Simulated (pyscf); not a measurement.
`[InH2][SbH2]` + `[H][H]` -> `[SbH3]` + `[InH3]`, a four-centre exchange (singlet surface; In–Sb, H–H broken, H–Sb, H–In formed). Structures and frequencies: ωB97X-D3(BJ)/def2-SVP in PySCF. Energies in kcal/mol from the separated reactants.

AM1 to PM7: differences of heats of formation from MOPAC, which are fitted to 298 K values and so differ in kind from electronic energies by zero-point and thermal terms. 

Q: In single points AM1 puts the saddle at 40.0 kcal/mol and the reaction energy at +38.0 kcal/mol. Should these be trusted to within a few kcal/mol? Compare with ωB97M-D3(BJ)/def2-TZVP.

A: ωB97M-D3(BJ)/def2-TZVP gives ΔE‡ = 35.5 kcal/mol and ΔE = +14.1 kcal/mol. AM1 lies 4.5 kcal/mol over it in the barrier and 23.8 kcal/mol over it in the reaction energy, so on this step it does not hold to within 3.0 kcal/mol. ωB97M-D3(BJ)/def2-TZVP has limits of its own. On the product side the descent ends in a complex, 6.9 kcal/mol under the separated species and 22.2 kcal/mol under the saddle at ωB97X-D3(BJ)/def2-TZVP. At the saddle there is also a short H–In contact that neither side keeps. At ωB97X-D3(BJ)/def2-TZVP the barrier from the zero used here is 38.0 kcal/mol. One saddle was located; it need not be the lowest between these sides. In the def2 sets elements past Kr carry core potentials, without spin-orbit coupling.
